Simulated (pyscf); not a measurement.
A first-order saddle from PySCF, ωB97X-D3(BJ)/def2-SVP:

```
H
H 1 0.9416
H 1 0.9479 2 179.91
```
Charge 0, spin multiplicity 2.

Surface: doublet, charge 0. Lowest wavenumbers (cm⁻¹): 1048i, 892, 892, 2130.

Problem. Name the species on either side of this saddle.

Solution. hydrogen (H₂) + H atom (H•) ⇌ hydrogen (H₂) + H atom (H•), a hydrogen abstraction read from left to right: H–H broken and H–H formed. At ωB97M-D3(BJ)/def2-TZVP it lies +34.2 kJ/mol from the left side and +34.2 kJ/mol from the right (each side as separated species at their lowest minima found). The angle at the transferred H is 180°.
